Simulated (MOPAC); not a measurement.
MOPAC input (PM3):

```
PM3 FORCE THERMO(298,298) PRECISE LET CHARGE=1 GEO-OK AUX(PRECISION=9) THREADS=1
CH3O

O    -0.09933793 1   -0.13693347 1    0.60404896 1
C     0.11016236 1    0.05633626 1   -0.61817244 1
H     0.10039752 1    1.03967498 1   -1.09829092 1
H     0.30763334 1   -0.86930198 1   -1.17063645 1
H    -0.28023372 1    0.63331000 1    1.15219364 1
```

From the last part of the output:

```
     H    5   7.355187   0.990198   0.115459   0.203675   7.732063

          HEAT OF FORMATION =     166.268766 KCALS/MOLE

          ZERO POINT ENERGY      24.161 KCAL/MOL

           NORMAL COORDINATE ANALYSIS (Total motion = 1 Angstrom)

   Root No.       1         2         3         4         5         6         7         8

                 1 A"      1 A'      2 A"      2 A'      3 A'      4 A'      5 A'      6 A'

                 915.3     964.2    1135.7    1196.2    1298.4    1740.3    2918.2    3032.0

           1    0.0000   -0.0128   -0.0000   -0.0415   -0.0111   -0.1945    0.0059    0.0022
           2   -0.0000    0.0138    0.0000   -0.0192   -0.0520    0.0052    0.0012    0.0015
           3   -0.0445    0.0000    0.0159    0.0000    0.0000   -0.0000   -0.0000   -0.0000
           4   -0.0000   -0.0053    0.0000   -0.0119    0.0022    0.2691   -0.0471   -0.0029
           5    0.0000   -0.0503   -0.0000    0.0246    0.0522   -0.0132   -0.0064   -0.0686
           6    0.0185   -0.0000   -0.0957   -0.0000   -0.0000    0.0000    0.0000    0.0000
           7    0.0000   -0.2883   -0.0000    0.3803   -0.0060    0.0387    0.2937    0.2147
           8   -0.0000    0.1372    0.0000   -0.2288    0.0734    0.2210    0.4383    0.3301
           9   -0.2249   -0.0000    0.4046    0.0000   -0.0000   -0.0000   -0.0000   -0.0000
          10   -0.0000    0.3259   -0.0000    0.2828   -0.3049   -0.0141    0.1716   -0.2093
          11    0.0000    0.0986    0.0000    0.1608   -0.0773   -0.1667   -0.3759    0.4762
          12    0.2172    0.0000    0.4180    0.0000    0.0000    0.0000    0.0000   -0.0000
          13   -0.0000    0.2287   -0.0000    0.1367    0.4619   -0.1429    0.0024   -0.0058
          14    0.0000    0.1451    0.0000    0.0790    0.2074    0.0196   -0.0051   -0.0136
          15    0.4949   -0.0000    0.0658   -0.0000   -0.0000    0.0000    0.0000   -0.0000

   Root No.       9

                 7 A'

                3700.9

           1    0.0266
           2   -0.0502
           3    0.0000
           4    0.0015
           5   -0.0023
           6    0.0000
           7    0.0061
           8    0.0100
           9   -0.0000
          10   -0.0030
          11    0.0036
          12    0.0000
          13   -0.4436
          14    0.8106
          15   -0.0000

           MASS-WEIGHTED COORDINATE ANALYSIS (NORMAL COORDINATES)

   Root No.       1         2         3         4         5         6         7         8

                 1 A"      1 A'      2 A"      2 A'      3 A'      4 A'      5 A'      6 A'

                 915.3     964.2    1135.7    1196.2    1298.4    1740.3    2918.2    3032.0

           1    0.0000   -0.0892   -0.0000   -0.2718   -0.0670   -0.6195    0.0340    0.0128
           2   -0.0000    0.0959    0.0000   -0.1255   -0.3132    0.0167    0.0069    0.0089
           3   -0.2886    0.0000    0.0939    0.0000    0.0000   -0.0000   -0.0000   -0.0000
           4   -0.0000   -0.0319    0.0000   -0.0673    0.0113    0.7424   -0.2355   -0.0146
           5    0.0000   -0.3035   -0.0000    0.1396    0.2724   -0.0364   -0.0320   -0.3409
           6    0.1036   -0.0000   -0.4895   -0.0000   -0.0000    0.0000    0.0000    0.0000
           7    0.0000   -0.5039   -0.0000    0.6254   -0.0090    0.0309    0.4255    0.3092
           8   -0.0000    0.2398    0.0000   -0.3762    0.1108    0.1767    0.6349    0.4754
           9   -0.3658   -0.0000    0.5991    0.0000   -0.0000   -0.0000   -0.0000   -0.0000
          10   -0.0000    0.5696   -0.0000    0.4651   -0.4605   -0.0112    0.2486   -0.3015
          11    0.0000    0.1724    0.0000    0.2644   -0.1168   -0.1333   -0.5444    0.6858
          12    0.3531    0.0000    0.6190    0.0000    0.0000    0.0000    0.0000   -0.0000
          13   -0.0000    0.3998   -0.0000    0.2249    0.6977   -0.1142    0.0035   -0.0084
          14    0.0000    0.2536    0.0000    0.1299    0.3133    0.0157   -0.0074   -0.0196
          15    0.8047   -0.0000    0.0974   -0.0000   -0.0000    0.0000    0.0000   -0.0000

   Root No.       9

                 7 A'

                3700.9

           1    0.1115
           2   -0.2103
           3    0.0000
           4    0.0054
           5   -0.0082
           6    0.0000
           7    0.0064
           8    0.0105
           9   -0.0000
          10   -0.0031
          11    0.0038
          12    0.0000
          13   -0.4662
          14    0.8519
          15   -0.0000

          DESCRIPTION OF VIBRATIONS

 VIBRATION          1    1A"         ATOM PAIR     ENERGY CONTRIBUTION    RADIAL
 FREQUENCY           915.31         O 1 -- H 5         +71.6% ( 73.3%)      0.0%
 TRANSITION DIPOLE   0.8166         C 2 -- H 3         +17.7% ( 36.5%)      0.0%
 TRAVEL (Ang.)       0.3599         C 2 -- H 4          +8.2% ( 24.9%)      0.0%
 REDUCED MASS        0.5687         O 1 -- C 2          +2.4% ( 13.5%)      0.0%
 EFFECTIVE MASS      1.7035
 FORCE CONSTANT      0.2807

 VIBRATION          2    1A'         ATOM PAIR     ENERGY CONTRIBUTION    RADIAL
 FREQUENCY           964.18         C 2 -- H 4         +38.9% ( 79.0%)      7.0%
 TRANSITION DIPOLE   0.3447         C 2 -- H 3         +33.1% ( 72.9%)      6.4%
 TRAVEL (Ang.)       0.4269         O 1 -- H 5         +18.1% ( 53.9%)      2.8%
 REDUCED MASS        0.3837         O 1 -- C 2         +10.0% ( 40.0%)      2.0%
 EFFECTIVE MASS      2.6177
 FORCE CONSTANT      0.2101

 VIBRATION          3    2A"         ATOM PAIR     ENERGY CONTRIBUTION    RADIAL
 FREQUENCY          1135.71         C 2 -- H 4         +46.2% ( 63.8%)      0.0%
 TRANSITION DIPOLE   0.1231         C 2 -- H 3         +46.1% ( 63.7%)      0.0%
 TRAVEL (Ang.)       0.2476         O 1 -- C 2          +7.5% ( 25.6%)      0.0%
 REDUCED MASS        0.9685         O 1 -- H 5          +0.2% (  4.5%)      0.0%
 EFFECTIVE MASS      2.6524
 FORCE CONSTANT      0.7360

 VIBRATION          4    2A'         ATOM PAIR     ENERGY CONTRIBUTION    RADIAL
 FREQUENCY          1196.23         C 2 -- H 3         +52.0% ( 69.0%)      0.2%
 TRANSITION DIPOLE   0.4257         C 2 -- H 4         +23.5% ( 46.5%)      2.9%
 TRAVEL (Ang.)       0.3329         O 1 -- H 5         +17.2% ( 39.7%)      0.0%
 REDUCED MASS        0.5086         O 1 -- C 2          +7.3% ( 26.0%)     37.3%
 EFFECTIVE MASS      2.2449
 FORCE CONSTANT      0.4288

 VIBRATION          5    3A'         ATOM PAIR     ENERGY CONTRIBUTION    RADIAL
 FREQUENCY          1298.35         O 1 -- H 5         +60.5% ( 77.1%)      4.2%
 TRANSITION DIPOLE   0.6646         C 2 -- H 4         +23.1% ( 47.6%)      8.1%
 TRAVEL (Ang.)       0.2868         O 1 -- C 2         +12.8% ( 35.4%)      1.8%
 REDUCED MASS        0.6312         C 2 -- H 3          +3.6% ( 18.8%)     79.1%
 EFFECTIVE MASS      2.9106
 FORCE CONSTANT      0.6269

 VIBRATION          6    4A'         ATOM PAIR     ENERGY CONTRIBUTION    RADIAL
 FREQUENCY          1740.26         O 1 -- C 2         +52.0% (100.6%)     99.8%
 TRANSITION DIPOLE   2.6050         C 2 -- H 4         +19.7% ( 61.9%)      7.3%
 TRAVEL (Ang.)       0.0802         C 2 -- H 3         +19.6% ( 61.7%)      9.2%
 REDUCED MASS        6.0289         O 1 -- H 5          +8.7% ( 41.2%)     21.6%
 EFFECTIVE MASS     13.2990
 FORCE CONSTANT     10.7576

 VIBRATION          7    5A'         ATOM PAIR     ENERGY CONTRIBUTION    RADIAL
 FREQUENCY          2918.16         C 2 -- H 3         +61.3% ( 79.3%)     96.7%
```

The dipole moment of an ion depends on the origin.
